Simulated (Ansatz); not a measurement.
# H₄MgOSi (SMILES [OH][Mg][SiH3]): one structure at several levels

The task here is to estimate one member of a computed series from the others.

Computed with Ansatz 0.2.0, Gaussian basis. Level: single points in def2-TZVPP.

Cores are frozen in the correlated methods. The outer core shell of Li, Na, Mg and K is correlated.

## Starting geometry

7 atoms, charge 0, spin multiplicity 1.

Atoms are counted from 1 here; the program's logs count them from 0.

Bond lengths: O1–Mg2 1.834 Å, O1–H4 0.709 Å, Mg2–Si3 2.229 Å, Si3–H5 1.471 Å, Si3–H7 1.650 Å. Angles: Mg2–O1–H4 171.9°, O1–Mg2–Si3 158.4°, Mg2–Si3–H5 109.1°, Mg2–Si3–H7 118.6°, H5–Si3–H7 104.9°.

Geometry (Å):

```
atom    x (Å)    y (Å)    z (Å)
  O1  -1.7483  -2.0316  -0.2009
 Mg2  -0.3202  -0.8911  -0.0464
 Si3   0.7975   1.0370  -0.0096
  H4  -2.2387  -2.5320  -0.3122
  H5   1.9243   0.9577  -0.9520
  H6   1.3372   1.5591   1.7637
  H7  -0.0024   2.4211  -0.4195
```

Set-up of the first run:

run/in.yaml

```yaml
crystal:
  periodic: [false, false, false]
  atoms:
    - {symbol: O, position_ang: [-1.748300, -2.031600, -0.200900]}
    - {symbol: Mg, position_ang: [-0.320200, -0.891100, -0.046400]}
    - {symbol: Si, position_ang: [0.797500, 1.037000, -0.009600]}
    - {symbol: H, position_ang: [-2.238700, -2.532000, -0.312200]}
    - {symbol: H, position_ang: [1.924300, 0.957700, -0.952000]}
    - {symbol: H, position_ang: [1.337200, 1.559100, 1.763700]}
    - {symbol: H, position_ang: [-0.002400, 2.421100, -0.419500]}
basis:
  gaussian: {orbitals: def2-TZVPP}
correlation: {method: ccsd_t}
output: {forces: true}
```

The command line of these runs was not kept.

Steps of the session up to this table: CCSD(T)/def2-TZVPP; PBE0-D4/def2-TZVPP; wB97M-V/def2-TZVPP; r2SCAN-D4/def2-TZVPP; PBE-D4/def2-TZVPP; B97M-V/def2-TZVPP; BHLYP-D4/def2-TZVPP.

One table of the session follows, with a row left open; its other results are not shown here.

| method | RMS force component (eV/Å) | angle to CCSD(T) forces (°) | dipole (D) |
| --- | --- | --- | --- |
| CCSD(T) | 10.766 | reference | 1.95 |
| PBE0-D4 | 10.760 | 0.3 | 1.84 |
| wB97M-V | 10.732 | 0.5 | 1.96 |
| r2SCAN-D4 | ? | ? | ? |
| PBE-D4 | 10.827 | 1.0 | 1.70 |
| B97M-V | 10.654 | 0.5 | 1.92 |
| BHLYP-D4 | 10.637 | 0.7 | 1.99 |

Q: Estimate the row for r2SCAN-D4 from the others.

As computed: RMS force component (eV/Å): 10.719; angle to CCSD(T) forces (°): 0.2; dipole (D): 1.85. In the column «RMS force component (eV/Å)» it lies between B97M-V (10.654) and wB97M-V (10.732).
